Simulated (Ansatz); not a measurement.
Ansatz (a program for electronic structure) input:

Ansatz 0.2 input:
```yaml
crystal:
  periodic: [false, false, false]
  atoms:
    - {symbol: C, position_ang: [-0.14705728, -0.01302798, 0.65292698]}
    - {symbol: F, position_ang: [0.01653730, 1.14223575, -0.25159314]}
    - {symbol: F, position_ang: [-0.01718667, -1.12927050, -0.30451251]}
    - {symbol: H, position_ang: [0.88818797, -0.03851944, 1.08738899]}
basis:
  gaussian:
    orbitals: def2-TZVP
hamiltonian:
  xc: b3lyp
  dispersion: d3bj
total_charge: -1
phonons: {temperatures: {t_min: 298.15, t_max: 298.15, t_step: 100}}
```

Problem. What final total energy does it print?

Solution. -238.44465 Eh (B3LYP-D3(BJ)/def2-TZVP). The basis has 99 functions. The run takes very roughly 20 core-seconds.

It need not be the lowest isomer of its formula. Whether it binds its extra electron was not tested at this geometry.
